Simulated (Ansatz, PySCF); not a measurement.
Species: C$_{2}$H$_{4}$, net charge 1, doublet state. 
Coordinates optimised at B3LYP-D3(BJ)/def2-TZVP (Ansatz, a program for electronic structure):
```xyz
6

C      0.0110     0.0066     0.6937
C     -0.0110    -0.0066    -0.6937
H     -0.2087     0.9161     1.2520
H      0.2486    -0.8922     1.2619
H      0.2120     0.8913    -1.2692
H     -0.2520    -0.9152    -1.2447
```
Charge +1, spin multiplicity 2.

Total electronic energies in hartree. Cores are frozen in the correlated levels unless marked. Open shells are spin-unrestricted. Spin-orbit coupling is left out. No relativistic terms. CBS marks a two-point X^-3 extrapolation of the correlation energy; Hartree-Fock from the larger set. [CCSD(T)-MP2]/basis is that difference in the basis named.

```
level                                                          program  energy (Eh)
-------------------------------------------------------------  -------  -----------
RI-HF/def2-TZVPP                                                Ansatz    -77.74006
RI-HF/def2-QZVPPD                                               Ansatz    -77.74380
revPBE/def2-TZVPD                                               Ansatz    -78.21709
M06-L/def2-TZVPD                                                 PySCF    -78.22582
PBE0/STO-3G                                                     Ansatz    -77.18760
PBE0/def2-TZVPD                                                 Ansatz    -78.13493
PBE0/def2-QZVPP                                                 Ansatz    -78.14054
CAM-B3LYP/def2-TZVPD                                            Ansatz    -78.18765
MP2/def2-TZVPP                                                  Ansatz    -78.01366
RI-MP2/aug-cc-pVTZ                                              Ansatz    -78.01643
RI-MP2/cc-pVQZ                                                  Ansatz    -78.03590
CCSD(T)/aug-cc-pVTZ                                             Ansatz    -78.05813
CCSDT/cc-pVDZ                                                   Ansatz    -77.98059
RI-MP2/CBS(aug-cc-pVTZ,aug-cc-pVQZ)+[CCSD(T)-MP2]/aug-cc-pVTZ   Ansatz     -78.0912
RI-MP2/CBS(def2-TZVPPD,def2-QZVPPD)+[CCSD(T)-MP2]/def2-TZVPPD   Ansatz     -78.0911
```

Totals of different functionals don't rank their quality; only differences between species are comparable.
